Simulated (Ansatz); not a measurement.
# C2H5NO: how energies converge with the basis set

The task here is to estimate one member of a computed series from the others.

Computed with Ansatz 0.2.0, Gaussian basis. Level: one geometry, several basis sets.

The runs, in order: PBE0-D4/def2-SVP; ωB97M-V/def2-SVP; PBE0-D4/def2-QZVPP; ωB97M-V/def2-QZVPP; the functionals' def2-TZVPP values are taken from earlier runs.

**The relaxed structure**

The geometry comes from an earlier relaxation with PBE0-D4 in a triple-zeta def2 set; it is a stationary point, not always the lowest conformer.

SMILES `C1NCO1`, 9 atoms, charge 0, spin multiplicity 1.

Atoms are counted from 1 here; the program's logs count them from 0.

Bond lengths: C1–N2 1.464 Å, C1–O4 1.425 Å, C1–H5 1.096 Å, C1–H6 1.099 Å, N2–C3 1.464 Å, N2–H7 1.011 Å, C3–O4 1.425 Å, C3–H8 1.096 Å, C3–H9 1.100 Å. Angles: N2–C1–O4 92.3°, N2–C1–H5 114.4°, N2–C1–H6 115.4°, O4–C1–H5 111.8°, O4–C1–H6 112.6°, H5–C1–H6 109.5°, C1–N2–C3 86.0°, C1–N2–H7 113.2°, C3–N2–H7 113.2°, N2–C3–O4 92.3°, N2–C3–H8 114.4°, N2–C3–H9 115.4°, O4–C3–H8 111.8°, O4–C3–H9 112.6°, H8–C3–H9 109.5°, C1–O4–C3 89.0°.

The first run:

in.yaml reads:

```yaml
crystal:
  periodic: [false, false, false]
  atoms:
    - {symbol: C, position_ang: [-0.141549, 0.791619, -0.615424]}
    - {symbol: N, position_ang: [0.721392, -0.376635, -0.428274]}
    - {symbol: C, position_ang: [-0.223110, -0.778258, 0.616295]}
    - {symbol: O, position_ang: [-1.106123, 0.297851, 0.310373]}
    - {symbol: H, position_ang: [-0.557912, 0.890453, -1.624452]}
    - {symbol: H, position_ang: [0.291637, 1.752061, -0.301099]}
    - {symbol: H, position_ang: [1.636633, -0.142315, -0.069019]}
    - {symbol: H, position_ang: [-0.695263, -1.753250, 0.449789]}
    - {symbol: H, position_ang: [0.162797, -0.727825, 1.644611]}
basis:
  gaussian: {orbitals: def2-SVP}
hamiltonian: {xc: pbe0, dispersion: d4}
output: {orbitals: {seedname: orbitals}}
```

The run is started by

```
$ ansatz run in.yaml --threads 2 --pin off --events-out ev --progress --plain --max-ram 4352MiB
```

Steps of the session up to this table: PBE0-D4 in def2-SVP; ωB97M-V in def2-SVP; PBE0-D4 in def2-QZVPP; ωB97M-V in def2-QZVPP.

One of the session's tables, all rows but one given; the rest of the session is left out.

It belongs to the step «Density functionals: the series». 

| functional | basis | HOMO (eV) | LUMO (eV) |
| --- | --- | --- | --- |
| PBE0-D4 | def2-SVP | -6.56 | 1.65 |
| PBE0-D4 | def2-TZVPP | -6.71 | 1.02 |
| PBE0-D4 | def2-QZVPP | -6.76 | 0.58 |
| ωB97M-V | def2-SVP | ? | ? |
| ωB97M-V | def2-TZVPP | -9.09 | 2.48 |
| ωB97M-V | def2-QZVPP | -9.13 | 1.72 |

**Question.** Estimate the row for ωB97M-V, def2-SVP.

As computed: HOMO (eV): -8.94; LUMO (eV): 3.34. In the column «HOMO (eV)» it lies between ωB97M-V, def2-TZVPP (-9.09) and PBE0-D4, def2-QZVPP (-6.76).
